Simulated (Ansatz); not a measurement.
```yaml
atoms:
  - { symbol: C, position_ang: [0.0000, 0.8670, 0.0000] }
  - { symbol: C, position_ang: [0.7508, -0.4335, 0.0000] }
  - { symbol: C, position_ang: [-0.7508, -0.4335, 0.0000] }
  - { symbol: H, position_ang: [0.0000, 1.4558, 0.9105] }
  - { symbol: H, position_ang: [0.0000, 1.4558, -0.9105] }
  - { symbol: H, position_ang: [1.2607, -0.7279, -0.9105] }
  - { symbol: H, position_ang: [1.2607, -0.7279, 0.9105] }
  - { symbol: H, position_ang: [-1.2607, -0.7279, 0.9105] }
  - { symbol: H, position_ang: [-1.2607, -0.7279, -0.9105] }
```

Basis set: cc-pVDZ (spherical functions). Left uncorrelated: 3 orbitals. Charge 0, multiplicity 1.

Computed with Ansatz (development build ahead of 0.2.0); free ground-state atoms in the same class of orbitals, no zero-point energy, no relativity.

The atomization energy of singlet C3H6 from measured heats of formation, zero-point and thermal terms removed is 36.996 eV (G2/97 set, Curtiss et al., J. Chem. Phys. 106, 1063 (1997), as shipped with ASE); it holds spin-orbit and other relativistic effects.

Task: How far do RHF-CCSD(T), RHF-MP2 miss it in this basis?

Result:

```tsv
method	atomization energy (eV)	computed − measured (eV)
RHF-CCSD(T)	34.465	-2.531
RHF-MP2	34.861	-2.135
```
